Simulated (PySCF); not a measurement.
Magnetic susceptibility: SMILES O=[PH]1C=CC=C1, C₄H₅OP

Geometry (Å), atoms numbered from 1 in this order:
```xyz
11

O     2.466   -0.132   -0.898
P     1.325   -0.271    0.007
C     0.332    1.178    0.446
C    -0.958    0.903    0.221
C    -1.225   -0.423   -0.320
C    -0.146   -1.188   -0.519
H     1.642   -0.838    1.242
H     0.721    2.099    0.844
H    -1.770    1.590    0.402
H    -2.237   -0.725   -0.544
H    -0.145   -2.191   -0.906
```

Computed, not measured: GIAO CAM-B3LYP/pcSseg-1 magnetisability, rotational g tensor and spin-rotation constants, non-relativistic, gas phase in PySCF. Geometry: GFN2-xTB.

Problem. How diamagnetic is it, and how anisotropic?

Solution. Isotropic -809 × 10⁻³⁰ J/T², or -48.7 × 10⁻⁶ cm³/mol; principal values -1090, -676, -660 × 10⁻³⁰ J/T², anisotropy 423 × 10⁻³⁰ J/T² (root of half the summed squared differences of the principal values). The susceptibility is in cgs units.

Problem. Split it along the inertial axes a, b, c into diamagnetic and paramagnetic parts about the centre of mass, with the quadrupole moment.

Solution. 
```tsv
axis	χ (10⁻⁶ cm³/mol)	diamagnetic (10⁻⁶ cm³/mol)	paramagnetic (10⁻⁶ cm³/mol)	summed x² of all electrons (Å²)	quadrupole Θ (D Å)
a	-43.6	-274.5	230.9	100.7	-5.57
b	-39.7	-494.4	454.7	48.8	+7.79
c	-62.8	-634.3	571.5	15.9	-2.22
```
Anisotropies 2χaa − χbb − χcc = +15.3 and 2χbb − χaa − χcc = +26.9 × 10⁻⁶ cm³/mol. Θ is traceless in Buckingham's convention.

Problem. And the rotational g tensor?

Solution. 
```csv
axis,rotational constant (GHz),g,nuclear part,electronic part
a,6.4755,-0.0881,0.6143,-0.7024
b,2.8311,-0.0541,0.5506,-0.6047
c,2.1421,-0.0118,0.5633,-0.5751
```
Asymmetric top; isotopes 12C, 1H, 16O, 31P; no vibrational averaging.
